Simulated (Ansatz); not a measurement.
Species: C2H6S, SMILES `CSC` (charge 0, multiplicity 1), formula C2H6S.

Task: How many basis functions does frozen-core CCSD(T)/cc-pVTZ // PBE0-D3(BJ)/def2-SVP (Ansatz, a quantum-chemistry and plane-wave program) use, how many core orbitals are frozen, and how many electrons are correlated?

Result: 178 basis functions and 7 frozen orbitals, which leaves 20 correlated electrons. Core time is of the order of seconds.
